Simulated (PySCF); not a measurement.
C5H10O: calculation and literature

Molfile (atoms numbered from 1):
```
C5H10O
     RDKit          3D

 16 15  0  0  0  0  0  0  0  0999 V2000
    2.0965    0.3054    0.3509 C   0  0  0  0  0  0  0  0  0  0  0  0
    0.9377   -0.3804   -0.3289 C   0  0  0  0  0  0  0  0  0  0  0  0
    1.0799   -1.1119   -1.2744 O   0  0  0  0  0  0  0  0  0  0  0  0
   -0.4275   -0.0578    0.2642 C   0  0  0  0  0  0  0  0  0  0  0  0
   -1.3728   -1.2471    0.1205 C   0  0  0  0  0  0  0  0  0  0  0  0
   -0.9792    1.1597   -0.4870 C   0  0  0  0  0  0  0  0  0  0  0  0
    2.9940    0.2263   -0.2570 H   0  0  0  0  0  0  0  0  0  0  0  0
    2.2741   -0.1830    1.3082 H   0  0  0  0  0  0  0  0  0  0  0  0
    1.8657    1.3500    0.5435 H   0  0  0  0  0  0  0  0  0  0  0  0
   -0.3083    0.2004    1.3211 H   0  0  0  0  0  0  0  0  0  0  0  0
   -1.4278   -1.5488   -0.9224 H   0  0  0  0  0  0  0  0  0  0  0  0
   -2.3698   -0.9836    0.4651 H   0  0  0  0  0  0  0  0  0  0  0  0
   -1.0127   -2.0929    0.7021 H   0  0  0  0  0  0  0  0  0  0  0  0
   -1.0904    0.9244   -1.5430 H   0  0  0  0  0  0  0  0  0  0  0  0
   -1.9533    1.4332   -0.0878 H   0  0  0  0  0  0  0  0  0  0  0  0
   -0.3137    2.0151   -0.3913 H   0  0  0  0  0  0  0  0  0  0  0  0
  1  2  1  0
  2  3  2  0
  2  4  1  0
  4  5  1  0
  4  6  1  0
  1  7  1  0
  1  8  1  0
  1  9  1  0
  4 10  1  0
  5 11  1  0
  5 12  1  0
  5 13  1  0
  6 14  1  0
  6 15  1  0
  6 16  1  0
M  END
```

The experiment to reproduce: δ 17O O3 553.6 ppm (measured; solution, CH3CN, 313 K; J.-C. Zhuo, Molecules 4 (1999) 320).
δ 13C C4 41.6; C5/C6 18.2; δ 1H H10 2.58; H11/H12/H13/H14/H15/H16 1.11 ppm (measured; solution, not stated per compound (mostly CDCl3 or CCl4); Pretsch, Buehlmann, Badertscher, Structure Determination of Organic Compounds, 4th ed. (2009)).

Non-relativistic Hamiltonian, no solvent model, single conformer, one averaged value for each set of equivalent atoms. Shieldings: GIAO PBE0/pcSseg-1; coordinates at the GFN2-xTB level; PySCF 2.14.0 with density-fitted response routines.

Question: How close does the calculation come?

Answer: 
Reference values: measured (solution, CH3CN, 313 K; J.-C. Zhuo, Molecules 4 (1999) 320).
```json
{"atoms": "O3", "quantity": "δ 17O vs H2O (external)", "reference": "553.6", "computed": "–", "computed, scaled": "555.0"}
```

Reference values: measured (solution, not stated per compound (mostly CDCl3 or CCl4); Pretsch, Buehlmann, Badertscher, Structure Determination of Organic Compounds, 4th ed. (2009)).
```csv
atoms,quantity,reference,computed,"computed, scaled"
C4,δ 13C,41.6,43.9,40.7
C5/C6,δ 13C,18.2,20.8,18.1
H10,δ 1H,2.58,2.48,2.42
H11/H12/H13/H14/H15/H16,δ 1H,1.11,1.08,1.11
```

Computed shifts are σ(ref) − σ with the named reference compound (TMS for H and C) calculated as an isolated molecule at the same level. The measured values may be among those fitted. Expected solution values come from regression of measured δ (H and C: mostly CDCl3, vs TMS) on computed σ: 13C: δ = 179.97 − 0.974σ (rms 2.1 ppm, 958 shifts, 2.3 ppm with the 13 outliers that the fit left out); 1H: δ = 30.01 − 0.943σ (rms 0.17 ppm, 504 shifts, 0.18 ppm with the 4 outliers that the fit left out); 17O: δ = 266.70 − 0.911σ (rms 10.7 ppm, 155 shifts, 12.2 ppm with the 3 outliers that the fit left out vs liquid water, solution or neat liquid). A few per cent of atoms miss by over 2 rms, more outside the fitted compound classes.

Question: How far are the unscaled 13C shifts from the references?

Answer: Mean signed difference +2.45 ppm, mean absolute 2.45 ppm over 2 comparisons; the largest is +2.6 ppm at C5/C6 (methyl carbon).

Question: How far are the unscaled 1H shifts from the references?

Answer: Mean signed difference -0.07 ppm, mean absolute 0.07 ppm over 2 comparisons; the largest is -0.10 ppm at H10 (hydrogen on an sp3 CH α to a carbonyl).
